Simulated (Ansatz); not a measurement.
# SiNH2+ (triplet): the correlation ladder, cc-pVDZ

Aim: climb from Hartree-Fock through coupled cluster and multireference methods for SiNH2+ (triplet) at one geometry and basis, and see what each rung misses.

Program: Ansatz 0.2.0, Gaussian basis. Level of theory: cc-pVDZ, core rule «outside noble gas», up to 6 orbitals frozen. These are calculated values, not measurements.

Plan: UHF; CCSD(T) on ROHF; CCSD(T) on UHF; BCCD(T) on ROHF; CISD as a restricted active space (open shells left free, so some higher excitations enter); CCSDT(Q) on ROHF; CCSDT(Q) on UHF; CASSCF and MRCISD+Q, 10 electrons in 10 orbitals; CASSCF and NEVPT2, 10 electrons in 10 orbitals.

20 further runs of the same task are left out: 2 for a known fault of the program, 6 that didn't finish, 12 set aside as unsound or not needed. Runs told in other sessions of the task aren't counted.

## (1) The geometry

The geometry is a PBE0/def2-TZVP stationary point (not a proven minimum) of the parent state, kept for this charge and spin.

4 atoms, charge 1, spin multiplicity 3.

Atoms are counted from 1 here; the program's logs count them from 0.

Bond lengths: Si1–N2 1.726 Å, N2–H3 1.004 Å, N2–H4 1.004 Å. Angles: Si1–N2–H3 121.8°, Si1–N2–H4 121.8°, H3–N2–H4 116.4°.

## (2) UHF

File in.yaml:

```yaml
crystal:
  periodic: [false, false, false]
  atoms:
    - {symbol: Si, position_ang: [0.000000, 0.000000, 0.651167]}
    - {symbol: N, position_ang: [0.000000, 0.000000, -1.074836]}
    - {symbol: H, position_ang: [0.000000, -0.852806, -1.603987]}
    - {symbol: H, position_ang: [0.000000, 0.852806, -1.603987]}
basis:
  gaussian: {orbitals: cc-pVDZ}
total_charge: 1
magnetization: {spin_polarized: true, initial_magnetization: 2}
hamiltonian: {xc: hf}
output: {orbitals: {seedname: orbitals}}
```

Launch:

```bash
> ansatz run in.yaml --threads 1 --pin off --events-out ev --progress --plain --max-ram 2393MiB
```

Further steps of the session: CCSD(T) on ROHF; CCSD(T) on UHF; BCCD(T) on ROHF; CISD as a restricted active space (open shells left free, so some higher excitations enter); CCSDT(Q) on ROHF; CCSDT(Q) on UHF; CASSCF and MRCISD+Q, 10 electrons in 10 orbitals; CASSCF and NEVPT2, 10 electrons in 10 orbitals.

Before running them: what should the planned runs give, taken together? Wanted: UCCSDT(Q) from the RHF energy; RMP2 from UCCSDT(Q); UMP2 from UCCSDT(Q); RCCSD from UCCSDT(Q); RCCSD(T) from UCCSDT(Q); UCCSD(T) from UCCSDT(Q); RCCSDT(Q) from UCCSDT(Q); NEVPT2 valence from UCCSDT(Q); MRCISD+Q valence from UCCSDT(Q).

As calculated:

| quantity | value |
| --- | --- |
| UCCSDT(Q) from the ROHF energy | -6.6585 eV |
| RMP2 from UCCSDT(Q) | +795.2 meV |
| UMP2 from UCCSDT(Q) | +760.9 meV |
| RCCSD from UCCSDT(Q) | +273.3 meV |
| RCCSD(T) from UCCSDT(Q) | +51.1 meV |
| UCCSD(T) from UCCSDT(Q) | +51.3 meV |
| RCCSDT(Q) from UCCSDT(Q) | +4.6 meV |
| NEVPT2 valence from UCCSDT(Q) | +890.9 meV |
| MRCISD+Q valence from UCCSDT(Q) | +75.3 meV |
| levels within 1 kcal/mol (43 meV) | RCCSDT, UCCSDT, RCCSDT(Q) |
| T1 diagnostic | 0.035 |
| effectively unpaired electrons | 2.03 |

RCCSD(T) misses by +51.1 meV, 0.8 % of the correlation energy. One determinant dominates. Of the multireference levels listed MRCISD+Q valence comes nearest in total energy (+75.3 meV), which doesn't show that its space is the better one. These misses are within one basis, not against nature; the frozen cores of restricted and unrestricted runs differ, which can shift their rows.

With open shells the CI space here admits some higher excitations, so it is larger than plain CISD.
